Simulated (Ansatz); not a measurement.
CuV2O6 (P-1, No. 2; cell taken from a computed entry), treated with PBEsol (PAW; Ansatz, an electronic-structure program).

Run with plane-wave cutoff 520 eV, 10×8×6 k mesh (along the axes of the cell as run), Fermi–Dirac smearing 0.01 eV, spin-polarised start, scalar-relativistic PAW data made under PBE.

Cell (relaxed with PBEsol):

```cif
data_CuO6V2
_chemical_formula_sum 'V2 Cu1 O6'
_space_group_name_H-M_alt 'P 1'
_space_group_IT_number 1
_cell_length_a 3.58784
_cell_length_b 4.96568
_cell_length_c 6.72759
_cell_angle_alpha 79.964
_cell_angle_beta 86.077
_cell_angle_gamma 74.814
loop_
_space_group_symop_operation_xyz
  'x, y, z'
loop_
_atom_site_label
_atom_site_type_symbol
_atom_site_fract_x
_atom_site_fract_y
_atom_site_fract_z
_atom_site_occupancy
V1 V 0.21793 0.52963 0.68441 1
V2 V 0.78207 0.47037 0.31559 1
Cu1 Cu 0.00000 0.00000 0.00000 1
O1 O 0.09183 0.84003 0.76271 1
O2 O 0.90817 0.15997 0.23729 1
O3 O 0.27941 0.27070 0.88269 1
O4 O 0.72059 0.72930 0.11731 1
O5 O 0.26438 0.49743 0.39312 1
O6 O 0.73562 0.50257 0.60688 1
```

Give the computed band gap, smallest direct gap on the k points sampled and direct gap at Γ.


* **band gap**: 0.53 eV (indirect)
* **smallest direct gap on the k points sampled**: 0.76 eV
* **direct gap at Γ**: 0.83 eV

Note: the magnetic order was assumed, not searched for or taken from measurement.

Computed values are for the static lattice.

The result took around 8 core-minutes (rough).
